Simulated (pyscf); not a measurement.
Structures and frequencies: ωB97X-D3(BJ)/def2-SVP in PySCF. MP2 and CC: frozen core, UHF for open shells. ΔMP2 is the change of the MP2 total energy from the triple- to the quadruple-zeta basis.

Problem. Estimate by transition-state theory the rate constant of SiH₃• (SMILES [SiH3]) + OH• (SMILES [OH]) -> SiH₄ (SMILES [SiH4]) + O (SMILES [O]) [triplet] (triplet surface; H–O broken, H–Si formed) at 600 K, with CCSD(T)/def2-TZVPP + ΔMP2(QZVPP) energies (ideal gas, 1 atm, RRHO with modes under 100 cm⁻¹ raised to 100, one conformer, R ln 2 for rigid chiral ones; no tunnelling).

Solution. The electronic barrier is 16.5 kcal/mol and the thermal terms add +14.1, so ΔG‡ = 30.6 kcal/mol. With k_BT/h = 1.25e+13 s⁻¹ and RT = 1.192 kcal/mol, and a volume of 8.18e-20 cm³ per molecule at 1 atm, k = 7.2e-18 cm³ molecule⁻¹ s⁻¹. Wigner's tunnelling factor for 1072i cm⁻¹ would be 1.28. A shift of 1 kcal/mol in the barrier changes k by a factor 2.3. SiH₃• + OH• also meet on a surface of lower spin, which isn't treated here. This is the saddle that the search found; another between the same sides may lie lower. The angle at the transferred H is 136°. The CCSD(T) − MP2 part came from Ansatz, without density fitting, on the same reference. Left out: orbital degeneracy and the spin-orbit lowering of OH.
